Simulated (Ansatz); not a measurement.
Compare A (`N=CN=CF`) with its isomer B (`NC1(F)C=N1`).

Isolated molecules relaxed with PBE0-D4/def2-TZVP in Ansatz; ΔE leaves out vibrations. CBS: MP2 limit from def2 TZ/QZ plus the TZ coupled-cluster correction, frozen cores. Functionals use def2-TZVPP. B3LYP here is the variant with VWN-RPA as its local correlation; programs differ in this. Each species was taken in one conformer, which may not be the lowest.

Task: Which isomer does CCSD(T)/CBS put lower? Give the gap. (Estimate.)

Result: Ansatz gave: A, by 22.8 kcal/mol.

Task: Give E(B) − E(A) in kcal/mol with PBE0-D4, ωB97M-V, BLYP-D4, MP2/def2-TZVPP, B3LYP, CCSD(T)/def2-TZVPP, HF/def2-TZVPP. (Best estimate.)

Result: Computed: PBE0-D4 21.8, ωB97M-V 22.1, BLYP-D4 29.5, MP2/def2-TZVPP 21.4, B3LYP 27.4, CCSD(T)/def2-TZVPP 24.2, HF/def2-TZVPP 27.4. None reverses the order clearly.

Task: Does the order hold for the free energy at 298.15 K (harmonic terms from PBE0-D4)? (An estimate is asked.)

Result: Ansatz gave: Yes: G(B) − G(A) = +23.5 kcal/mol, for one conformer each. Modes under 60 cm⁻¹, often nearly free rotors, make the harmonic entropy too high.

Largest T1 diagnostic: 0.014.

Leaving LDA and LC-ωPBE aside and taking each functional with its dispersion term where it has one, the values, not all of them listed here, spread over 8.7 kcal/mol, from PBE-QIDH to BLYP-D4. LDA lies −3.4 kcal/mol from PBE without D4. From PBE to PBE0 (25 % exact exchange), in def2-TZVPP and without D4, E(B) − E(A) moves by −2.3 kcal/mol.
